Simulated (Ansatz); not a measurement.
Geometry optimisation, Ansatz, RKS PBE0-D4/def2-SVP.

Input:

```yaml
crystal:
  periodic: [false, false, false]
  atoms:
    - { symbol: C, position_ang: [0.49167, -0.14347, 0.14001] }
    - { symbol: C, position_ang: [-0.77872, -0.51939, 0.26567] }
    - { symbol: Cl, position_ang: [-0.84534, -2.10628, 1.29642] }
    - { symbol: H, position_ang: [0.92769, 0.71926, -0.38241] }
    - { symbol: H, position_ang: [1.23453, -0.77974, 0.62677] }
total_charge: -1
basis:
  gaussian: { orbitals: def2-SVP }
hamiltonian:
  xc: pbe0
  dispersion: d4
relax:
  f_tol: 0.015
  max_steps: 40
```

Launched with:

```bash
$ ansatz run input.yaml --threads 1 --pin off --max-ram 2048MiB --backend cpu --events-out ev --progress --plain --runs-dir out
```

Problem. Where does it end, and by what steps?

Solution. The run converged. Limits of this set-up: an anion without diffuse functions, the dipole of an ion depends on the origin. After 8 steps the energy has fallen by 0.168 eV; H5 moved furthest, 0.15 Å.

```json
{"step": "0", "energy less start (eV)": "0.0000", "largest force component (eV/Å)": "1.683", "accepted": "yes"}
{"step": "1", "energy less start (eV)": "-0.1136", "largest force component (eV/Å)": "0.580", "accepted": "yes"}
{"step": "2", "energy less start (eV)": "-0.1615", "largest force component (eV/Å)": "0.328", "accepted": "yes"}
{"step": "3", "energy less start (eV)": "-0.1206", "largest force component (eV/Å)": "0.814", "accepted": "no"}
{"step": "4", "energy less start (eV)": "-0.1559", "largest force component (eV/Å)": "0.246", "accepted": "no"}
{"step": "5", "energy less start (eV)": "-0.1664", "largest force component (eV/Å)": "0.129", "accepted": "yes"}
{"step": "6", "energy less start (eV)": "-0.1677", "largest force component (eV/Å)": "0.025", "accepted": "yes"}
{"step": "7", "energy less start (eV)": "-0.1677", "largest force component (eV/Å)": "0.054", "accepted": "no"}
{"step": "8", "energy less start (eV)": "-0.1678", "largest force component (eV/Å)": "0.001", "accepted": "yes"}
```

```xyz
5
Properties=species:S:1:pos:R:3
C 0.541 -0.194 0.178
C -0.776 -0.489 0.246
Cl -0.930 -2.104 1.287
H 0.815 0.712 -0.389
H 1.380 -0.755 0.624
```

Whether the end is a true minimum wasn't checked by a vibrational analysis.

Run time: 12 s on 1 thread of Arm Neoverse V1, with other jobs on the host, peak memory 0.11 GiB.
